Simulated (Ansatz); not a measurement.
Input file:

```yaml
crystal:
  periodic: [false, false, false]
  atoms:
    - {symbol: B, position_ang: [0.000000, 0.000000, -0.022524]}
    - {symbol: B, position_ang: [0.000000, 0.000000, -1.542951]}
    - {symbol: H, position_ang: [0.000000, 0.000000, 1.565476]}
basis:
  gaussian: {orbitals: def2-SVP}
magnetization: {spin_polarized: false, initial_magnetization: 3}
correlation: {method: ccsd, electrons: outside_noble_gas}
accuracy: high
scf: {lower_state_search: off}
output: {forces: true}
```

```sh
$ ansatz run in.yaml --threads 1 --pin off --events-out ev --progress --plain --max-ram 2393MiB
```

Output:

```
these checks for a lower state are left out or cut short: starts, cluster_reference, orbital_swaps, neighbouring_geometries, increment
657 factors; integrals over basis functions are off by at most 3.3e-9 eV
mean field evaluation 1: about -1350.7206 eV, gradient 9.4e0 eV
mean field evaluation 2: about -1350.7238 eV, gradient 9.4e0 eV
mean field evaluation 4: about -1352.4383 eV, gradient 1.7e0 eV
mean field evaluation 8: about -1352.4786 eV, gradient 1.4e-1 eV
mean field -1352.47887089 eV, -49.7026817621 hartree, gradient 2.5e-8 eV, S^2 3.750000; 0 other end points of the search recorded, 0 dependent functions left out
2 core orbitals not correlated: weight in the atoms' cores, before any rotation towards them, 1.000 or more for the frozen orbitals, at most 0.000 for the correlated occupied ones
reference -1352.47887089 eV, -49.7026817621 hartree; 5, 2 occupied and 26, 29 virtual orbitals, 657 factors
second order -2.86441921 eV of doubles, -0.02266494 eV of singles
cycle   1  -3.37436695 eV  change   -4.9e-1 eV  update   6.3e-2
cycle   2  -3.59121048 eV  change   -2.2e-1 eV  update   2.9e-2
cycle   3  -3.61704278 eV  change   -2.6e-2 eV  update   1.1e-2
cycle   4  -3.61956221 eV  change   -2.5e-3 eV  update   4.3e-3
cycle   5  -3.62047598 eV  change   -9.1e-4 eV  update   1.9e-3
cycle   6  -3.62051682 eV  change   -4.1e-5 eV  update   5.8e-4
cycle   7  -3.62060471 eV  change   -8.8e-5 eV  update   2.2e-4
cycle   8  -3.62062324 eV  change   -1.9e-5 eV  update   9.2e-5
cycle   9  -3.62061104 eV  change    1.2e-5 eV  update   3.6e-5
cycle  10  -3.62061854 eV  change   -7.5e-6 eV  update   1.5e-5
cycle  11  -3.62061989 eV  change   -1.4e-6 eV  update   6.5e-6
cycle  12  -3.62061993 eV  change   -3.7e-8 eV  update   2.8e-6
cycle  13  -3.62061810 eV  change    1.8e-6 eV  update   1.2e-6
cycle  14  -3.62061785 eV  change    2.5e-7 eV  update   4.5e-7
cycle  15  -3.62061794 eV  change   -8.9e-8 eV  update   1.8e-7
cycle  16  -3.62061806 eV  change   -1.2e-7 eV  update   8.3e-8
cycle  17  -3.62061812 eV  change   -5.8e-8 eV  update   4.0e-8
cycle  18  -3.62061813 eV  change   -9.5e-9 eV  update   2.4e-8
cycle  19  -3.62061780 eV  change    3.3e-7 eV  update   9.6e-8
cycle  20  -3.62061772 eV  change    7.6e-8 eV  update   3.5e-8
cycle  21  -3.62061770 eV  change    2.2e-8 eV  update   1.1e-8
cycle  22  -3.62061769 eV  change    5.2e-9 eV  update   4.4e-9
cycle  23  -3.62061769 eV  change    2.7e-9 eV  update   1.9e-9
cycle  24  -3.62061769 eV  change   4.0e-10 eV  update  6.8e-10
the calculation of the forces begins
mean field evaluation 16: about -1352.4754 eV, gradient 2.5e-2 eV
Total energy: -1356.09948858 eV, -49.8357370081 hartree
Atom 0 at     0.000000     0.000000    -0.022524 Å, force     0.000000     0.000000     4.977213 eV/Å
Atom 1 at     0.000000     0.000000    -1.542951 Å, force     0.000000     0.000000    -0.741921 eV/Å
Atom 2 at     0.000000     0.000000     1.565476 Å, force    -0.000000    -0.000000    -4.235292 eV/Å
Dipole moment:     0.000000    -0.000000     0.080677 e Å
Checks for a lower state left out: starts, cluster_reference, orbital_swaps, neighbouring_geometries, increment
```

Forces (eV/Å):
```
B    0.000  0.000  4.977
B    0.000  0.000 -0.742
H    0.000  0.000 -4.235
```

Ran on 1 thread of Intel Xeon, shared host: 3.2 s wall, 0.14 GiB peak host memory.
